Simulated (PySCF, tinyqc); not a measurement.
RHF in the sto-6g basis, for BH, spin multiplicity 1, step by step (part 2 of 2). This run ends on a higher stationary point, not on the lowest solution. The lowest restricted solution is unstable here: a spin-polarised one lies 0.0154 hartree lower (PySCF). Computed by tinyqc, a small Python program that keeps every step (integrals from PySCF). Command: `OMP_NUM_THREADS=1 python tinyqc.py 31306 31307 out.jsonl` (the two numbers bound the seeds that draw the settings). One thread of a shared host (Intel(R) Xeon(R) Processor @ 2.60GHz), about 0.07 s of CPU time with the checks.

Geometry (angstrom):

| atom | x | y | z |
|---|---|---|---|
| B | 0.000000 | 0.000000 | 0.000000 |
| H | 0.000000 | 0.000000 | 1.086000 |

## Iteration 4: building the Fock matrix

D after iteration 3:
```
            1B 1s      1B 2s     1B 2px     1B 2py     1B 2pz      2H 1s
1B 1s    2.059305  -0.173739   0.000000   0.000000  -0.081405  -0.225573
1B 2s   -0.173739   0.580799   0.000000   0.000000   0.218979   0.575343
1B 2px   0.000000   0.000000   1.171933  -0.985109   0.000000   0.000000
1B 2py   0.000000   0.000000  -0.985109   0.828067   0.000000   0.000000
1B 2pz  -0.081405   0.218979   0.000000   0.000000   0.082687   0.217345
2H 1s   -0.225573   0.575343   0.000000   0.000000   0.217345   0.571362
```

core Hamiltonian H = T + V (hartree):
```
             1B 1s      1B 2s     1B 2px     1B 2py     1B 2pz      2H 1s
1B 1s   -12.931749  -3.207137   0.000000   0.000000  -0.023445  -1.068955
1B 2s    -3.207137  -3.837293   0.000000   0.000000  -0.181493  -1.978555
1B 2px    0.000000   0.000000  -3.039917   0.000000   0.000000   0.000000
1B 2py    0.000000   0.000000   0.000000  -3.039917   0.000000   0.000000
1B 2pz   -0.023445  -0.181493   0.000000   0.000000  -3.179966  -1.716124
2H 1s    -1.068955  -1.978555   0.000000   0.000000  -1.716124  -2.854201
```

Two-electron integrals (ij|kl) in chemists' order, unique and non-zero (hartree):
```
(11|11) 2.924993   (21|11) 0.480756   (21|21) 0.099484   (22|11) 0.743449
(22|21) 0.188967   (22|22) 0.544922   (31|31) 0.021096   (32|31) 0.030854
(32|32) 0.120443   (33|11) 0.743450   (33|21) 0.188967   (33|22) 0.544922
(33|33) 0.587109   (41|41) 0.021096   (42|41) 0.030854   (42|42) 0.120443
(43|43) 0.031641   (44|11) 0.743450   (44|21) 0.188967   (44|22) 0.544922
(44|33) 0.523827   (44|44) 0.587109   (51|51) 0.021096   (52|51) 0.030854
(52|52) 0.120443   (53|53) 0.031641   (54|54) 0.031641   (55|11) 0.743450
(55|21) 0.188967   (55|22) 0.544922   (55|33) 0.523827   (55|44) 0.523827
(55|55) 0.587109   (61|11) 0.165503   (61|21) 0.033088   (61|22) 0.062028
(61|33) 0.061691   (61|44) 0.061691   (61|51) 0.002583   (61|52) 0.004841
(61|55) 0.062704   (61|61) 0.011417   (62|11) 0.331875   (62|21) 0.085389
(62|22) 0.263698   (62|33) 0.256905   (62|44) 0.256905   (62|51) 0.009924
(62|52) 0.054179   (62|55) 0.277284   (62|61) 0.029906   (62|62) 0.164739
(63|31) 0.009814   (63|32) 0.042333   (63|53) 0.010643   (63|63) 0.020231
(64|41) 0.009814   (64|42) 0.042333   (64|54) 0.010643   (64|64) 0.020231
(65|11) 0.289083   (65|21) 0.075563   (65|22) 0.245971   (65|33) 0.232934
(65|44) 0.232934   (65|51) 0.017494   (65|52) 0.089020   (65|55) 0.272046
(65|61) 0.028080   (65|62) 0.180788   (65|65) 0.214474   (66|11) 0.475489
(66|21) 0.124948   (66|22) 0.429441   (66|33) 0.403969   (66|44) 0.403969
(66|51) 0.019674   (66|52) 0.134514   (66|55) 0.480384   (66|61) 0.045157
(66|62) 0.326437   (66|65) 0.392450   (66|66) 0.774999
```

nuclear repulsion = 2.43635917 hartree

J_ij = sum D_kl (ij|kl), K_ij = sum D_kl (ik|jl); F = H + J - 0.5 K; E = tr D H + tr D J / 2 - 0.25 tr D K + E_nn.

Coulomb J (hartree):
```
           1B 1s     1B 2s     1B 2px     1B 2py    1B 2pz     2H 1s
1B 1s   8.541126  1.646331   0.000000   0.000000  0.039178  0.562884
1B 2s   1.646331  3.544456   0.000000   0.000000  0.223437  1.806938
1B 2px  0.000000  0.000000   3.546800  -0.062339  0.000000  0.000000
1B 2py  0.000000  0.000000  -0.062339   3.525040  0.000000  0.000000
1B 2pz  0.039178  0.223437   0.000000   0.000000  3.561526  1.749237
2H 1s   0.562884  1.806938   0.000000   0.000000  1.749237  3.057200
```

exchange K (hartree):
```
            1B 1s     1B 2s     1B 2px     1B 2py     1B 2pz     2H 1s
1B 1s    5.929171  1.040370   0.000000   0.000000  -0.000159  0.358500
1B 2s    1.040370  1.089130   0.000000   0.000000   0.464121  0.908858
1B 2px   0.000000  0.000000   0.880014  -0.547196   0.000000  0.000000
1B 2py   0.000000  0.000000  -0.547196   0.689007   0.000000  0.000000
1B 2pz  -0.000159  0.464121   0.000000   0.000000   0.549842  0.697575
2H 1s    0.358500  0.908858   0.000000   0.000000   0.697575  1.210254
```

Fock matrix F (hartree):
```
            1B 1s      1B 2s    1B 2px    1B 2py     1B 2pz      2H 1s
1B 1s   -7.355209  -2.080991  0.000000  0.000000   0.015813  -0.685322
1B 2s   -2.080991  -0.837401  0.000000  0.000000  -0.190117  -0.626046
1B 2px   0.000000   0.000000  0.066876  0.211259   0.000000   0.000000
1B 2py   0.000000   0.000000  0.211259  0.140619   0.000000   0.000000
1B 2pz   0.015813  -0.190117  0.000000  0.000000   0.106638  -0.315674
2H 1s   -0.685322  -0.626046  0.000000  0.000000  -0.315674  -0.402128
```

total energy of this density = -24.72406528 hartree

## Iteration 4: DIIS over 3 matrices

error matrix X^T (FDS - SDF) X:
```
           1          2         3         4          5          6
1   0.000000   0.001040  0.000000  0.000000   0.001723  -0.002159
2  -0.001040   0.000000  0.000000  0.000000   0.000482   0.003056
3   0.000000   0.000000  0.000000  0.000000   0.000000   0.000000
4   0.000000   0.000000  0.000000  0.000000   0.000000   0.000000
5  -0.001723  -0.000482  0.000000  0.000000   0.000000   0.001434
6   0.002159  -0.003056  0.000000  0.000000  -0.001434   0.000000
```

B (overlaps of the stored error matrices):
```
                1               2               3
1   2.4180402e-02   1.1074595e-02  -9.9732312e-05
2   1.1074595e-02   5.2890200e-03  -4.6829061e-06
3  -9.9732312e-05  -4.6829061e-06   4.0683534e-05
```

Minimise |sum c_i e_i|^2 with sum c_i = 1: solve [B -1; -1 0][c; lambda] = [0; -1] with B_ij = tr e_i^T e_j, and take F = sum c_i F_i.

DIIS coefficients: 0.053470  -0.103866  1.050396

extrapolated F (hartree):
```
            1B 1s      1B 2s    1B 2px    1B 2py     1B 2pz      2H 1s
1B 1s   -7.355231  -2.081064  0.000000  0.000000   0.015808  -0.685347
1B 2s   -2.081064  -0.837034  0.000000  0.000000  -0.190069  -0.625767
1B 2px   0.000000   0.000000  0.066930  0.211259   0.000000   0.000000
1B 2py   0.000000   0.000000  0.211259  0.140673   0.000000   0.000000
1B 2pz   0.015808  -0.190069  0.000000  0.000000   0.106250  -0.315875
2H 1s   -0.685347  -0.625767  0.000000  0.000000  -0.315875  -0.402060
```

## Iteration 4: diagonalisation and new density

X:
```
            1B 1s      1B 2s    1B 2px    1B 2py     1B 2pz      2H 1s
1B 1s    1.029077  -0.152245  0.000000  0.000000  -0.013058   0.023559
1B 2s   -0.152245   1.221979  0.000000  0.000000   0.186981  -0.442562
1B 2px   0.000000   0.000000  1.000000  0.000000   0.000000   0.000000
1B 2py   0.000000   0.000000  0.000000  1.000000   0.000000   0.000000
1B 2pz  -0.013058   0.186981  0.000000  0.000000   1.180015  -0.427382
2H 1s    0.023559  -0.442562  0.000000  0.000000  -0.427382   1.368542
```

Diagonalise F' = X^T F X, C = X C', fill 3 alpha and 3 beta electrons from the bottom; D = 2 C_occ C_occ^T. Each column has its largest component positive (the first on a tie).

F' = X^T F X (hartree):
```
           1          2         3         4          5          6
1  -7.186429  -1.090477  0.000000  0.000000   0.021930  -0.132114
2  -1.090477  -0.172082  0.000000  0.000000   0.070616  -0.529652
3   0.000000   0.000000  0.066930  0.211259   0.000000   0.000000
4   0.000000   0.000000  0.211259  0.140673   0.000000   0.000000
5   0.021930   0.070616  0.000000  0.000000   0.380757  -0.480256
6  -0.132114  -0.529652  0.000000  0.000000  -0.480256   0.152861
```

orbital energies (hartree): MO1 -7.358002, MO2 -0.524312, MO3 -0.110651, MO4 0.131824, MO5 0.318254, MO6 0.925597

coefficients C:
```
              MO1        MO2        MO3        MO4       MO5        MO6
1B 1s    0.994255  -0.202168   0.000000  -0.192974  0.000000   0.127469
1B 2s    0.022516   0.535977   0.000000   0.797998  0.000000  -0.907003
1B 2px   0.000000   0.000000   0.765485   0.000000  0.643454   0.000000
1B 2py   0.000000   0.000000  -0.643454   0.000000  0.765485   0.000000
1B 2pz   0.000686   0.203174   0.000000  -0.589999  0.000000  -1.104917
2H 1s   -0.004712   0.536629   0.000000  -0.363167  0.000000   1.353549
```

D after iteration 4:
```
            1B 1s      1B 2s     1B 2px     1B 2py     1B 2pz      2H 1s
1B 1s    2.058831  -0.171942   0.000000   0.000000  -0.080786  -0.226349
1B 2s   -0.171942   0.575557   0.000000   0.000000   0.217824   0.575029
1B 2px   0.000000   0.000000   1.171933  -0.985109   0.000000   0.000000
1B 2py   0.000000   0.000000  -0.985109   0.828067   0.000000   0.000000
1B 2pz  -0.080786   0.217824   0.000000   0.000000   0.082561   0.218052
2H 1s   -0.226349   0.575029   0.000000   0.000000   0.218052   0.575986
```

## Iteration 7 (converged): orbitals

converged F (hartree):
```
            1B 1s      1B 2s    1B 2px    1B 2py     1B 2pz      2H 1s
1B 1s   -7.356555  -2.081355  0.000000  0.000000   0.015782  -0.685425
1B 2s   -2.081355  -0.837122  0.000000  0.000000  -0.189777  -0.625827
1B 2px   0.000000   0.000000  0.066432  0.211259   0.000000   0.000000
1B 2py   0.000000   0.000000  0.211259  0.140175   0.000000   0.000000
1B 2pz   0.015782  -0.189777  0.000000  0.000000   0.106067  -0.315805
2H 1s   -0.685425  -0.625827  0.000000  0.000000  -0.315805  -0.402008
```

As before.

F' = X^T F X (hartree):
```
           1          2         3         4          5          6
1  -7.187744  -1.090614  0.000000  0.000000   0.021844  -0.132083
2  -1.090614  -0.171955  0.000000  0.000000   0.070999  -0.529886
3   0.000000   0.000000  0.066432  0.211259   0.000000   0.000000
4   0.000000   0.000000  0.211259  0.140175   0.000000   0.000000
5   0.021844   0.070999  0.000000  0.000000   0.380577  -0.480263
6  -0.132083  -0.529886  0.000000  0.000000  -0.480263   0.153009
```

orbital energies (hartree): MO1 -7.359323, MO2 -0.524257, MO3 -0.111149, MO4 0.131525, MO5 0.317756, MO6 0.925943

coefficients C:
```
              MO1        MO2        MO3        MO4       MO5        MO6
1B 1s    0.994259  -0.202169   0.000000  -0.192887  0.000000   0.127573
1B 2s    0.022505   0.535976   0.000000   0.797560  0.000000  -0.907389
1B 2px   0.000000   0.000000   0.765485   0.000000  0.643454   0.000000
1B 2py   0.000000   0.000000  -0.643454   0.000000  0.765485   0.000000
1B 2pz   0.000691   0.202966   0.000000  -0.590474  0.000000  -1.104702
2H 1s   -0.004716   0.536740   0.000000  -0.362689  0.000000   1.353633
```

D after iteration 7:
```
            1B 1s      1B 2s     1B 2px     1B 2py     1B 2pz      2H 1s
1B 1s    2.058845  -0.171964   0.000000   0.000000  -0.080694  -0.226403
1B 2s   -0.171964   0.575553   0.000000   0.000000   0.217601   0.575147
1B 2px   0.000000   0.000000   1.171933  -0.985109   0.000000   0.000000
1B 2py   0.000000   0.000000  -0.985109   0.828067   0.000000   0.000000
1B 2pz  -0.080694   0.217601   0.000000   0.000000   0.082392   0.217874
2H 1s   -0.226403   0.575147   0.000000   0.000000   0.217874   0.576225
```

## Convergence

Stop when the energy changes by less than 1e-09 hartree and every element of the error matrix X^T (F D S - S D F) X is below 9e-06.

Course of the cycle:

| iteration | E (hartree) | change | largest element of the error matrix |
|---|---|---|---|
| 1 | -24.65209530 | - | 2.88e-01 |
| 2 | -24.70815123 | -5.61e-02 | 7.07e-02 |
| 3 | -24.72081405 | -1.27e-02 | 3.43e-02 |
| 4 | -24.72406528 | -3.25e-03 | 3.06e-03 |
| 5 | -24.72407251 | -7.22e-06 | 2.02e-04 |
| 6 | -24.72407255 | -4.20e-08 | 1.69e-05 |
| 7 | -24.72407255 | -2.15e-10 | 2.57e-06 |

PySCF RHF in the same basis = -24.99287852 hartree

Converged in 7 iterations. But the solution lies 0.26881 hartree above the reference: it is another stationary point, not the lowest restricted one. Reruns (cap 100 unless said): DIIS 8: converged in 8 to a higher stationary point; damping 0.5: converged in 31 to a higher stationary point; level shift 0.5: converged in 25 to a higher stationary point; atomic densities as start, DIIS 8: converged in 6.

## Populations, bond orders and dipole

overlap S:
```
           1B 1s     1B 2s    1B 2px    1B 2py    1B 2pz     2H 1s
1B 1s   1.000000  0.264891  0.000000  0.000000  0.000000  0.087196
1B 2s   0.264891  1.000000  0.000000  0.000000  0.000000  0.530945
1B 2px  0.000000  0.000000  1.000000  0.000000  0.000000  0.000000
1B 2py  0.000000  0.000000  0.000000  1.000000  0.000000  0.000000
1B 2pz  0.000000  0.000000  0.000000  0.000000  1.000000  0.520549
2H 1s   0.087196  0.530945  0.000000  0.000000  0.520549  1.000000
```

Mulliken: Z minus the diagonal of D S on the atom; Loewdin: the same with S^(1/2) D S^(1/2); Mayer order: 2 sum_s sum (D(s) S)_ij (D(s) S)_ji over the two atoms.

Charges (e):

| atom | Mulliken | Loewdin |
|---|---|---|
| 1B | -0.024731 | -0.022981 |
| 2H | 0.024731 | 0.022981 |

Mayer bond orders:

| pair | order |
|---|---|
| 2-1 | 0.999388 |

dipole moment about the origin, x y z (debye): 0.000000  0.000000  -1.731109
